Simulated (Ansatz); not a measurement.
**A ladder of methods for CH5Al (SMILES [CH3][AlH2])**

CH5Al: 7 atoms, total charge 0, spin state singlet. As SMILES, `[CH3][AlH2]`. Geometry: relaxed at PBE0-D4/def2-TZVP.

```xyz
7

C    -0.4485   -0.6956   -0.3555
Al    0.5629    0.7783    0.4247
H    -1.0631   -1.2196    0.3808
H    -1.1344   -0.3064   -1.1182
H     0.1934   -1.4255   -0.8556
H     0.0160    1.5493    1.7034
H     1.9348    1.2516   -0.2254
```

Each level gives the energy change with the C1–H4 bond stretched from 1.097 to 2.743 Å (eV). The values are calculated.

```
                      level                    kind  program  value (eV)  less FCI/STO-3G  CPU time (all runs)
     HF/STO-3G (restricted)            Hartree–Fock   Ansatz       10.15            +4.74                0.2 s
  SVWN5/STO-3G (restricted)                     LDA   Ansatz        7.38            +1.97                1.7 s
   BLYP/STO-3G (restricted)                     GGA   Ansatz        6.78            +1.37                2.6 s
 revPBE/STO-3G (restricted)                     GGA   Ansatz        6.90            +1.49                2.7 s
   PBE0/STO-3G (restricted)           global hybrid   Ansatz        7.96            +2.55                2.5 s
wB97M-V/STO-3G (restricted)  range-separated hybrid   Ansatz        8.33            +2.92                 43 s
RPA@PBE/STO-3G (restricted)                     RPA   Ansatz        6.45            +1.04                4.7 s
    MP2/STO-3G (restricted)     perturbation theory   Ansatz        7.00            +1.59               0.24 s
  CCSDT/STO-3G (restricted)   coupled cluster or CI   Ansatz        5.41             0.00               0.63 s
                 FCI/STO-3G      exact in the basis   Ansatz        5.41             0.00                 28 s
```

FCI/STO-3G is exact within its basis and frozen core, so for wave-function methods in that basis the difference is their error; functionals converge differently with the basis, so for them it is only a difference. A spin-restricted reference rises too steeply as a bond breaks; here HF/STO-3G, SVWN5/STO-3G, BLYP/STO-3G, revPBE/STO-3G, PBE0/STO-3G, wB97M-V/STO-3G, RPA@PBE/STO-3G, MP2/STO-3G lie well above the multireference or unrestricted value. The first shape isn't each level's own minimum. The values span 5.41 to 10.15 eV. All rows use very small basis sets, so none should be taken for the real molecule's value. Times are those of the runs behind each value, whatever else they computed, on shared processors of several kinds: orders of magnitude only.
